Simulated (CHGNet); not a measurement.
Tetradymite Bi₂Se₃

Method: the machine-learned potential CHGNet-r²SCAN (trained on r²SCAN data).

Cell (relaxed at this level):

Space group R-3m, hexagonal axes (No. 166); a = b = 4.2853 Å, c = 27.9904 Å, α = β = 90.00°, γ = 120.00°

| atom | site | symmetry | x | y | z |
|---|---|---|---|---|---|
| Bi | 6c | 3m | 0.0000 | 0.0000 | 0.3994 |
| Se | 3a | -3m | 0.0000 | 0.0000 | 0.0000 |
| Se | 6c | 3m | 0.0000 | 0.0000 | 0.2162 |
(The calculation used a cell of 5 atoms; values per cell refer to that cell.)

```yaml
lattice_constant_a: 4.285 Å
c axis length: 27.990 Å
```

Measured, for comparison: lattice constant a 4.143 Å, lattice parameter c 28.636 Å (temperature not stated, not corrected to a static lattice; as tabulated in Luo et al. (2012), arXiv:1308.1523). Computed (rounded) less measured: lattice constant a +3.4 %, lattice parameter c -2.3 %.

A machine-learned potential is trained on density-functional data: it inherits that level's misses and adds fitting errors of its own.

Note: the model gives imaginary modes for this phase (in the spectrum interpolated from a supercell).
